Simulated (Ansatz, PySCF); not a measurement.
Species: CH₄N (charge -1, singlet). It need not be the lowest isomer of its formula. Whether it binds its extra electron was not tested at this geometry. 
Geometry from a B3LYP-D3(BJ)/def2-TZVP (Ansatz, a program for electronic structure) optimisation:
```xyz
6

C      0.0362     0.6004     0.0100
N      0.0122    -0.8176     0.0924
H     -0.9547     1.1663     0.0150
H     -0.4878    -1.1512    -0.7412
H      0.5669     1.0166     0.8894
H      0.5731     1.0890    -0.8704
```
Charge -1, spin multiplicity 1.

Total electronic energies in hartree. Valence correlation only, unless marked. No spin-orbit coupling. Non-relativistic unless marked X2C. CBS marks a two-point X^-3 extrapolation of the correlation energy; Hartree-Fock from the larger set. The bracket is a focal-point correction in the basis named.

```
level                                                                 program  energy (Eh)
-------------------------------------------------------------  --------------  -----------
BLYP-D3(BJ)/def2-TZVPD                                         Ansatz + dftd3    -95.20472
BLYP/def2-TZVPD                                                        Ansatz    -95.20028
revPBE-D4/def2-TZVPD                                           Ansatz + dftd4    -95.22477
TPSS-D3(BJ)/def2-TZVPD                                          PySCF + dftd3    -95.25666
B97M-V/def2-TZVPD                                                      Ansatz    -95.22552
B3LYP-D4/def2-TZVPD                                            Ansatz + dftd4    -95.25055
PBE0/STO-3G                                                            Ansatz    -93.69592
TPSSh/def2-TZVPD                                                        PySCF    -95.24193
HSE06/def2-TZVPD                                                       Ansatz    -95.11372
B2PLYP-D4/def2-TZVPD                                           Ansatz + dftd4    -95.15176
B2PLYP/def2-TZVPD                                                      Ansatz    -95.14994
PBE-QIDH/def2-TZVPD                                                    Ansatz    -95.10008
RPA@PBE/cc-pVTZ                                                        Ansatz    -95.22902
MP2/aug-cc-pVTZ                                                        Ansatz    -95.01454
MP2/def2-QZVPP                                                         Ansatz    -95.03313
SCS-MP2/STO-3G                                                         Ansatz    -93.28197
SCS-MP2/def2-SVPD                                                      Ansatz    -94.83221
CCSD/cc-pVTZ                                                           Ansatz    -95.00216
CCSD(T)/aug-cc-pVDZ                                                    Ansatz    -94.95982
CCSD(T)/cc-pVDZ                                                         PySCF    -94.89232
CCSD(T)/cc-pVQZ                                                        Ansatz    -95.05961
X2C-CCSD(T)/cc-pVTZ-DK                                                 Ansatz    -95.06290
RI-MP2/CBS(aug-cc-pVTZ,aug-cc-pVQZ)+[CCSD(T)-MP2]/aug-cc-pVTZ          Ansatz     -95.0944
```

Totals of different functionals don't rank their quality; only differences between species are comparable.
